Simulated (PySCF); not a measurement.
From results back to the method.

Compound: C₃H₈S₂.
SMILES: `CCSSC`

The closed-shell ground state was solved 4 times with PySCF (density fitting, gas phase), always in the pcSseg-2 basis (306 functions), with these functionals: B97-2, KT3, PBE0 and wB97X-D. The structure is a single PBE0-D3(BJ)/def2-TZVP conformer in the gas phase; no vibrational or solvent corrections.

```
row  total energy (Eh)  HOMO (eV)  LUMO (eV)  dipole (D)
  P          -915.1879      -6.72      -0.14        2.14
  Q          -915.6278      -6.48      -0.19        2.13
  R          -915.5719      -8.56       1.64        2.18
  S          -923.2133      -5.64      -1.18        2.02
```

Problem. Which functional belongs to which row?

Solution. P = PBE0, Q = B97-2, R = wB97X-D, S = KT3. By rising HOMO–LUMO gap: KT3 (GGA) 4.46 eV; B97-2 (global hybrid, 21 % exact exchange) 6.29 eV; PBE0 (global hybrid, 25 % exact exchange) 6.58 eV; wB97X-D (range-separated hybrid) 10.20 eV. Total energies of different functionals aren't bounds to one another; each is stationary for its own functional.

Conformer computed: `[CH3:1][CH2:2][S:3][S:4][CH3:5]`: C1–C2–S3–S4 -65°, C2–S3–S4–C5 -86°.

The pairwise dispersion term of wB97X-D wasn't added to the energies; at a given geometry it leaves orbitals and properties as they are.
